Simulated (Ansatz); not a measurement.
Input file:

```yaml
crystal:
  periodic: [false, false, false]
  atoms:
    - {symbol: B, position_ang: [-0.049311, 0.094950, 0.094042]}
    - {symbol: H, position_ang: [0.365374, 0.907445, 0.904695]}
    - {symbol: H, position_ang: [-0.473638, -0.712744, 0.904503]}
    - {symbol: H, position_ang: [-0.462123, 0.903596, -0.721401]}
    - {symbol: H, position_ang: [1.099289, -2.116715, -2.096478]}
basis:
  gaussian: {orbitals: 6-31G}
magnetization: {spin_polarized: false, initial_magnetization: 1}
correlation: {method: ccsd_t, electrons: outside_noble_gas}
output: {forces: true}
```

```sh
$ ansatz run in.yaml --threads 1 --pin off --events-out ev --progress --plain --max-ram 2393MiB
```

Log:

```
254 factors; integrals over basis functions are off by at most 2.6e-4 eV
mean field evaluation 1: about -729.1280 eV, gradient 1.0e1 eV
mean field evaluation 2: about -729.1241 eV, gradient 1.0e1 eV
mean field evaluation 4: about -729.8790 eV, gradient 1.2e0 eV
mean field evaluation 8: about -729.8995 eV, gradient 1.3e-3 eV
mean field evaluation 16: about -729.8995 eV, gradient 2.5e-6 eV
mean field -729.89953274 eV, -26.8233130846 hartree, gradient 2.5e-6 eV, S^2 0.750000; 0 other end points of the search recorded, 0 dependent functions left out
mean field evaluation 32: about -721.9875 eV, gradient 1.0e1 eV
1 core orbitals not correlated: weight in the atoms' cores, before any rotation towards them, 1.000 or more for the frozen orbitals, at most 0.000 for the correlated occupied ones
reference -729.89953274 eV, -26.8233130846 hartree; 4, 3 occupied and 12, 13 virtual orbitals, 254 factors
second order -1.57878312 eV of doubles, -0.00006739 eV of singles
cycle   1  -1.94431738 eV  change   -3.7e-1 eV  update   4.5e-2
cycle   2  -2.10014689 eV  change   -1.6e-1 eV  update   1.7e-2
cycle   3  -2.10655668 eV  change   -6.4e-3 eV  update   3.6e-3
cycle   4  -2.10712124 eV  change   -5.6e-4 eV  update   8.4e-4
cycle   5  -2.10684006 eV  change    2.8e-4 eV  update   3.7e-4
cycle   6  -2.10690352 eV  change   -6.3e-5 eV  update   2.2e-4
cycle   7  -2.10695563 eV  change   -5.2e-5 eV  update   1.1e-4
cycle   8  -2.10692715 eV  change    2.8e-5 eV  update   5.6e-5
cycle   9  -2.10691689 eV  change    1.0e-5 eV  update   3.8e-5
cycle  10  -2.10692833 eV  change   -1.1e-5 eV  update   2.2e-5
cycle  11  -2.10693267 eV  change   -4.3e-6 eV  update   8.0e-6
cycle  12  -2.10692962 eV  change    3.0e-6 eV  update   3.0e-6
perturbative correction -0.02395480 eV, -0.0008803228 hartree
the calculation of the forces begins
Total energy: -732.03041716 eV, -26.9016216428 hartree
Atom 0 at    -0.049311     0.094950     0.094042 Å, force    -1.545180     2.834148     2.806533 eV/Å
Atom 1 at     0.365374     0.907445     0.904695 Å, force     1.379084    -0.089277    -0.078985 eV/Å
Atom 2 at    -0.473638    -0.712744     0.904503 Å, force     0.082325    -1.195893    -1.541322 eV/Å
Atom 3 at    -0.462123     0.903596    -0.721401 Å, force     0.079810    -1.548925    -1.186201 eV/Å
Atom 4 at     1.099289    -2.116715    -2.096478 Å, force     0.003962    -0.000053    -0.000025 eV/Å
Dipole moment:     0.097520    -0.082044    -0.080870 e Å
```

Forces (eV/Å):
```
B   -1.545  2.834  2.807
H    1.379 -0.089 -0.079
H    0.082 -1.196 -1.541
H    0.080 -1.549 -1.186
H    0.004  0.000  0.000
```

For the same geometry and basis full CI lies 7.9 meV lower.

Ran on 1 thread of Arm Neoverse V2, shared host: 0.33 s wall, 0.07 GiB peak host memory.
